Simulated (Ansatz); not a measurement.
**Trichlorosilane (SiHCl₃): up Jacob's ladder to CCSD(T)**

How much do the methods differ for trichlorosilane (SiHCl₃)? The plan is to run it at one geometry with functionals of several rungs and with coupled cluster. The yardstick is the atomisation energy at the CCSD(T) limit.

Computed with Ansatz 0.2.0, Gaussian basis. Level: functionals in def2-TZVPP, the program's frozen cores in correlated methods.

Levels to be run: LDA (SPW92), PBE-D4, revPBE-D4, BLYP-D4, r2SCAN-D4, B97M-V, PBE0-D4, B3LYP-D4, r2SCANh-D4, r2SCAN0-D4, HSE06-D4, BHLYP-D4, CAM-B3LYP-D4, LC-ωPBE, ωB97X-V, ωB97M-V, B2PLYP, PBE-QIDH; CCSD(T)/def2-SVP; CCSD(T)/def2-TZVPP; MP2/def2-QZVPP; extrapolation to the limit; RPA on PBE.

### Step 1. The relaxed structure

All runs share one geometry, relaxed beforehand with PBE0-D4 in a triple-zeta def2 set.

SMILES `Cl[SiH](Cl)Cl`, 5 atoms, charge 0, spin multiplicity 1.

Atoms are counted from 1 here; the program's logs count them from 0.

Bond lengths: Cl1–Si2 2.030 Å, Si2–Cl3 2.030 Å, Si2–Cl4 2.030 Å, Si2–H5 1.469 Å. Angles: Cl1–Si2–Cl3 109.5°, Cl1–Si2–Cl4 109.5°, Cl1–Si2–H5 109.4°, Cl3–Si2–Cl4 109.5°, Cl3–Si2–H5 109.4°, Cl4–Si2–H5 109.4°.

### Step 2. LDA

This LDA is Slater exchange with PW92 correlation.

in.yaml reads:

```yaml
crystal:
  periodic: [false, false, false]
  atoms:
    - {symbol: Cl, position_ang: [1.690927, -0.571428, 0.891884]}
    - {symbol: Si, position_ang: [-0.081299, -0.012690, 0.075438]}
    - {symbol: Cl, position_ang: [0.017704, 1.933698, -0.491290]}
    - {symbol: Cl, position_ang: [-0.476020, -1.170517, -1.544185]}
    - {symbol: H, position_ang: [-1.151313, -0.179062, 1.068153]}
basis:
  gaussian: {orbitals: def2-TZVPP}
hamiltonian: {xc: lda}
output: {orbitals: {seedname: orbitals}}
```

Command:

```bash
$ ansatz run in.yaml --threads 4 --pin off --events-out ev --progress --plain --max-ram 10444MiB
```

After this run come: PBE-D4 (GGA); revPBE-D4 (GGA); BLYP-D4 (GGA); r2SCAN-D4 (meta-GGA); B97M-V (meta-GGA); PBE0-D4 (hybrid); B3LYP-D4 (hybrid); r2SCANh-D4 (hybrid); r2SCAN0-D4 (hybrid); HSE06-D4 (hybrid); BHLYP-D4 (hybrid); CAM-B3LYP-D4 (range-separated); LC-ωPBE (range-separated); ωB97X-V (range-separated); ωB97M-V (range-separated); B2PLYP (double hybrid); PBE-QIDH (double hybrid); CCSD(T) in def2-SVP; CCSD(T) in def2-TZVPP; MP2 in def2-QZVPP; RPA on PBE orbitals.

**Question.** What will the summary of the whole plan be? Wanted: atomisation energy, CCSD(T)/CBS; farthest beyond LDA; mean size of error, GGA; mean size of error, meta-GGA; mean size of error, hybrid; mean size of error, range-separated; mean size of error, double hybrid; gap, smallest and largest; T1 diagnostic.

**Answer**, as computed:

| quantity | value |
| --- | --- |
| atomisation energy, CCSD(T)/CBS | 1560.5 kJ/mol |
| functionals within 7.8 kJ/mol (0.5 %) | PBE-D4, PBE0-D4, r2SCANh-D4, HSE06-D4, ωB97X-V, PBE-QIDH |
| farthest beyond LDA | BHLYP-D4 (-63.4 kJ/mol) |
| mean size of error, GGA | 29.8 kJ/mol |
| mean size of error, meta-GGA | 18.6 kJ/mol |
| mean size of error, hybrid | 21.6 kJ/mol |
| mean size of error, range-separated | 21.7 kJ/mol |
| mean size of error, double hybrid | 24.6 kJ/mol |
| gap, smallest and largest | 6.77 eV (LDA (SPW92)), 14.55 eV (LC-ωPBE) |
| T1 diagnostic | 0.0086 |
| triples share of the correlation energy | 4.1 % |

In words: LDA overbinds by 201.3 kJ/mol (13 %). PBE-D4 is off by +6.5 kJ/mol. Double hybrids carry the basis error of their MP2 part in triple zeta, and no dispersion term here, so their miss is partly the set-up's. Taken by rung, meta-GGA functionals do best (18.6 kJ/mol on average) and GGA ones worst beyond LDA (29.8 kJ/mol). The gap between the best rungs is small, so their order is not settled. Misses under about 7.8 kJ/mol are within the doubt on the reference itself, which lacks core-valence correlation, relativity and higher excitations. Hartree-Fock recovers 75 % of the binding; the rest is correlation. CCSD(T) in def2-SVP is off by -164.5 kJ/mol, which most functionals beat. Orbital gaps span 6.8 to 14.5 eV; exact exchange widens them.
